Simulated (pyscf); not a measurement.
HO–Zn–Cl + hydrogen chloride (HCl) -> HO–Zn–Cl + hydrogen chloride (HCl) (four-centre exchange; singlet surface; Cl–Zn, Cl–H broken, Cl–Zn, Cl–H formed). Optimised with ωB97X-D3(BJ)/def2-SVP in PySCF. Energies in kJ/mol from the separated reactants.

```csv
level,barrier,reaction energy
ωB97X-D3(BJ)/def2-TZVP,7.7,0.0
PBE/def2-TZVP,-0.5,0.0
r²SCAN/def2-TZVP,?,0.0
PBE0-D3(BJ)/def2-TZVP,0.9,0.0
M06-2X/def2-TZVP,?,0.0
HF/def2-TZVP,66.2,0.0
```

Task: What belongs in the gaps?

Result: 
- r²SCAN/def2-TZVP, barrier: -3.5
- M06-2X/def2-TZVP, barrier: 2.2

On the reactant side the descent ends in an adduct with a Cl–Zn contact, 31.0 kJ/mol under the separated species and 38.8 kJ/mol under the saddle at ωB97X-D3(BJ)/def2-TZVP. On the product side the descent ends in a complex, 29.2 kJ/mol under the separated species and 37.0 kJ/mol under the saddle at ωB97X-D3(BJ)/def2-TZVP. At PBE, r²SCAN the saddle lies under the separated reactants, which points to a path from their complex (located at ωB97X-D3(BJ) alone). At PBE, r²SCAN the saddle lies under the separated products, which points to a path from their complex (located at ωB97X-D3(BJ) alone). What is counted as formed (Cl–Zn) is already present as a longer contact in the reactant adduct; forming that adduct is a step of its own. One saddle was located; it need not be the lowest between these sides. Elements up to Kr have no core potential and no relativistic terms here.
